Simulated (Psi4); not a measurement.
# UHF/STO-3G run of SiN2H5 (SMILES N[SiH]N)

Aim: the vertical ionisation energy of SiN2H5 at UHF/STO-3G, from 2 runs. 

The calculation is run with Psi4 1.11.

### Step 1. The molecule

SiN2H5: 8 atoms, total charge 0, spin state doublet. As SMILES, `N[SiH]N`. The shape is that of a PBE0-D4/def2-TZVP optimisation. This is one conformer, not always the lowest.

Bond lengths: N1–Si2 1.713 Å, Si2–N3 1.720 Å, N1–H4 1.008 Å, N1–H5 1.005 Å, Si2–H6 1.504 Å, N3–H7 1.008 Å, N3–H8 1.008 Å. Angles: N1–Si2–N3 106.1°, N1–Si2–H6 117.2°, N3–Si2–H6 103.6°, Si2–N1–H4 122.2°, Si2–N1–H5 121.8°, Si2–N3–H7 120.2°, Si2–N3–H8 119.6°, H4–N1–H5 112.8°, H7–N3–H8 111.5°.

### Step 2. Energy and forces at UHF/STO-3G

Contents of input.dat:

```
memory 2.2 GB

molecule {
  0 2
  N     -1.94074873     1.17559862    -1.45187658
  Si     0.99720848     1.09585218    -0.09580911
  N      1.49193878    -1.98912572     0.80332258
  H     -3.43533312     0.27306543    -0.68899415
  H     -2.45021889     2.54999643    -2.65846671
  H      1.35379980     2.55887815     2.31510348
  H      1.38101185    -3.39016867    -0.48225811
  H      2.77581870    -2.38199978     2.15334292
  units au
  symmetry c1
}

set reference uhf
set puream true
set e_convergence 1e-09
set d_convergence 1e-08
set scf_type pk
set maxiter 100

E, wfn = gradient("hf/STO-3G", return_wfn=True)
oeprop(wfn, "MAYER_INDICES", "LOWDIN_CHARGES", "MULLIKEN_CHARGES")
```

Run with:

```bash
$ psi4 input.dat output.dat -n 1
```

output.dat:

```text
[...]
  Running in c1 symmetry.
[...]
  Nuclear repulsion =  111.028710903504304
[...]
  Multiplicity = 2
[...]
  Nalpha       = 17
  Nbeta        = 16
[...]
    Number of basis functions: 24
[...]
   @UHF iter   1:  -395.91196275970424   -2.28920e+00   9.59606e-03 ADIIS/DIIS
[...]
   @UHF iter  13:  -395.95222233747734   -5.68434e-13   5.99931e-09 DIIS
[...]
   @S^2 Observed:                7.523667997E-01
[...]
    Orbital Energies [Eh]
    ---------------------
    Alpha Occupied:
       1A    -67.947039     2A    -15.221518     3A    -15.210824
       4A     -5.937576     5A     -3.972132     6A     -3.957078
       7A     -3.956195     8A     -1.052787     9A     -1.020090
      10A     -0.643839    11A     -0.570173    12A     -0.563347
      13A     -0.454281    14A     -0.437162    15A     -0.362404
      16A     -0.292090    17A     -0.193485
    Alpha Virtual:
      18A      0.519235    19A      0.539702    20A      0.563351
      21A      0.738241    22A      0.755920    23A      0.816178
      24A      0.821919
[...]
  @UHF Final Energy:  -395.95222233747734
   => Energetics <=
    Nuclear Repulsion Energy =            111.0287109035043045
    One-Electron Energy =                -770.8307324375437020
    Two-Electron Energy =                 263.8497991965620031
    Total Energy =                       -395.9522223374773375
  UHF NO Occupations:
  HONO-2 :   15  A 1.9996188
  HONO-1 :   16  A 1.9994262
[...]
 Multipole Moments:
 ------------------------------------------------------------------------------------
     Multipole            Electronic (a.u.)      Nuclear  (a.u.)        Total (a.u.)
 ------------------------------------------------------------------------------------
 L = 1.  Multiply by 2.5417464519 to convert [e a0] to [Debye]
 Dipole X            :          1.3572670           -1.0399584            0.3173086
 Dipole Y            :          1.1300553           -0.9494806            0.1805747
 Dipole Z            :         -1.0361556            0.7702429           -0.2659127
 Magnitude           :                                                    0.4516653
[...]
  -Total Gradient:
     Atom            X                  Y                   Z
    ------   -----------------  -----------------  -----------------
       1       -0.008553149741     0.005548744357    -0.005846448685
       2       -0.018557415297    -0.018581947839    -0.019861928119
       3        0.013036265271    -0.008925093150    -0.003313791864
       4        0.007939314277     0.000338181786    -0.001315477024
       5        0.006132281297    -0.006752203932     0.003922172330
       6        0.010931089048     0.015473174785     0.025622139348
       7       -0.002595951351     0.008186286990     0.004934458028
       8       -0.008332433503     0.004712857006    -0.004141124014
[...]
  Mulliken Charges: (a.u.)
   Center  Symbol    Alpha    Beta     Spin     Total
       1     N     3.82452  3.80772  0.01679 -0.63224
       2    SI     6.97253  6.17448  0.79805  0.85299
       3     N     3.85865  3.75642  0.10223 -0.61507
       4     H     0.43818  0.41186  0.02631  0.14996
       5     H     0.42646  0.42952 -0.00305  0.14402
       6     H     0.63607  0.55585  0.08022 -0.19192
       7     H     0.42129  0.43204 -0.01075  0.14667
       8     H     0.42231  0.43210 -0.00980  0.14559
   Total alpha = 17.00000, Total beta = 16.00000, Total charge =  0.00000
[...]
```

It took 2.4 s on 1 thread of Intel Xeon Platinum 8488C (Sapphire Rapids), shared host; peak memory 0.18 GiB.

### Step 3. The singlet cation: a single-point energy at HF/STO-3G

Contents of h5n2si.dat:

```
memory 2200 mb

molecule {
  1 1
  N     -1.027000     0.622100    -0.768300
  Si     0.527700     0.579900    -0.050700
  N      0.789500    -1.052600     0.425100
  H     -1.817900     0.144500    -0.364600
  H     -1.296600     1.349400    -1.406800
  H      0.716400     1.354100     1.225100
  H      0.730800    -1.794000    -0.255200
  H      1.468900    -1.260500     1.139500
  symmetry c1
  no_reorient
  no_com
}

set basis STO-3G
set puream true
set e_convergence 1e-09
set d_convergence 1e-08
set scf_type pk

e_tot, wfn = energy('hf', return_wfn=True)
oeprop(wfn, 'MULLIKEN_CHARGES', 'QUADRUPOLE', 'DIPOLE', title='HF')
print_variables()
```

Run with:

```bash
$ psi4 -i h5n2si.dat -o h5n2si.out -n 1
```

h5n2si.out:

```text
[...]
  Running in c1 symmetry.
[...]
  Nuclear repulsion =  111.028710907775093
[...]
  Multiplicity = 1
[...]
  Nalpha       = 16
  Nbeta        = 16
[...]
    Number of basis functions: 24
[...]
   @RHF iter   1:  -395.72071695709246   -2.09795e+00   1.09500e-02 ADIIS/DIIS
[...]
   @RHF iter  12:  -395.78315719176453   -1.25056e-12   8.05390e-09 DIIS
[...]
    Orbital Energies [Eh]
    ---------------------
    Doubly Occupied:
       1A    -68.345409     2A    -15.561831     3A    -15.493996
       4A     -6.314706     5A     -4.339238     6A     -4.338678
       7A     -4.338479     8A     -1.331852     9A     -1.277281
      10A     -0.906577    11A     -0.847037    12A     -0.807837
      13A     -0.728972    14A     -0.708027    15A     -0.600273
      16A     -0.537243
[...]
  @RHF Final Energy:  -395.78315719176453
   => Energetics <=
    Nuclear Repulsion Energy =            111.0287109077750927
    One-Electron Energy =                -760.6688645415904375
    Two-Electron Energy =                 253.8569964420507574
    Total Energy =                       -395.7831571917645306
[...]
 Multipole Moments:
 ------------------------------------------------------------------------------------
     Multipole            Electronic (a.u.)      Nuclear  (a.u.)        Total (a.u.)
 ------------------------------------------------------------------------------------
 L = 1.  Multiply by 2.5417464519 to convert [e a0] to [Debye]
 Dipole X            :         -9.2164867           10.4443273            1.2278406
 Dipole Y            :         -8.5314655            9.2570124            0.7255469
 Dipole Z            :          4.9178046           -5.2424782           -0.3246736
 Magnitude           :                                                    1.4626770
 L = 2.  Multiply by 1.3450342976 to convert [e a0^2] to [Debye ang]
 Quadrupole XX       :        -95.7803251           85.1188785          -10.6614467
 Quadrupole XY       :         35.7084239          -36.4610382           -0.7526143
[...]
  Mulliken Charges: (a.u.)
   Center  Symbol    Alpha    Beta     Spin     Total
       1     N     3.79950  3.79950  0.00000 -0.59900
       2    SI     6.40436  6.40436  0.00000  1.19128
       3     N     3.76400  3.76400  0.00000 -0.52800
       4     H     0.37735  0.37735  0.00000  0.24529
       5     H     0.39054  0.39054  0.00000  0.21893
       6     H     0.50522  0.50522  0.00000 -0.01044
       7     H     0.37923  0.37923  0.00000  0.24153
       8     H     0.37980  0.37980  0.00000  0.24041
   Total alpha = 16.00000, Total beta = 16.00000, Total charge =  1.00000
[...]
```

It took 2.3 s on 1 thread of Intel Xeon Platinum 8488C (Sapphire Rapids), shared host; peak memory 0.18 GiB.

### Step 4. Outcome

Level: UHF/STO-3G.

| quantity | value |
| --- | --- |
| doublet SiN2H5: total energy | -395.95222 Eh |
| doublet SiN2H5: dipole moment | 1.15 D |
| doublet SiN2H5: HOMO energy (highest over α and β) | -5.26 eV |
| doublet SiN2H5: LUMO energy (lowest over α and β) | 6.68 eV |
| doublet SiN2H5: ⟨S²⟩ | 0.752 |
| doublet SiN2H5: largest force on an atom | 1.693 eV/Å |
| singlet cation: total energy | -395.78316 Eh |
| singlet cation: HOMO energy | -14.62 eV |
| singlet cation: LUMO energy | -3.76 eV |
| singlet cation: HOMO–LUMO gap | 10.86 eV |
| vertical ionisation energy (to the singlet cation) | 4.600 eV |

In words: Removing an electron at fixed nuclei costs 4.60 eV (106 kcal/mol). The largest force (doublet SiN2H5) is 1.69 eV/Å: the shape isn't a stationary point for this species at this level. Only the singlet of the ionised species was computed; a triplet could lie lower. In a minimal basis such a difference can be off by several eV, whatever the method. Mulliken charges (doublet SiN2H5) run from -0.63 on N1 to +0.85 on Si2. Mulliken charges (singlet cation) run from -0.60 on N1 to +1.19 on Si2.
